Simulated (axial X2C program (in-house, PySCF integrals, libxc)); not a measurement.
**Potential curves of SiS⁻, with spin–orbit coupling**

Computed with an in-house all-electron X2C program for linear molecules (integrals from PySCF). Two-component (2c) means X2C with spin–orbit coupling and atomic mean-field two-electron Coulomb and Gaunt terms. Basis: S dyall-av3z [9s8p3d2f], Si dyall-av3z [9s8p3d2f] (cores contracted in-house); Gaussian nuclei, density fitting, unrestricted open shells. Masses: S 31.972 u, Si 27.977 u.

State: Ω = 1/2 (⟨Sz⟩ = -0.50, ⟨Lz⟩ = 1.00 at HF). Energies in cm⁻¹ from the fragments at the same level (S- + Si). Fits are polynomials in 1 − R0/R over 0.85 to 1.23 times the lowest point R0.

```csv
R (Å),MP2
1.7722,-29104
1.8537,-34330
1.9148,-36571
1.9759,-37735
2.0370,-38067
2.1083,-37661
2.1796,-36625
2.2713,-34653
```

Correlated methods: 11 electrons correlated (number of frozen shells: S 2 s, 1 p; Si 2 s, 1 p), 199 virtual spin orbitals or spinors in MP2.

The state is one determinant whose occupation by symmetry is held fixed; it was picked as the lowest of a PBE0 search that is not exhaustive. De is counted from the lowest determinant-based energies of the atoms at the same level, without counterpoise correction. The highest occupied level is positive at some bond lengths even in Hartree–Fock (under at least one Hamiltonian), so the basis set holds the extra electron there; where that holds at Re the anion is at best weakly bound and its constants depend on the basis. The 2c atoms are single determinants rather than J levels; their spin–orbit lowering is only partly caught, and De is too large by that part. This holds for MP2. MP2 and coupled cluster on one determinant become unreliable at the stretched end.

Q: What are Re, ωe and De at the MP2 level?

A: At MP2, 2c: Re = 2.036 Å, ωe ≈ 621 cm⁻¹, De = 4.72 eV to S- + Si; Be follows as 0.273 cm⁻¹.
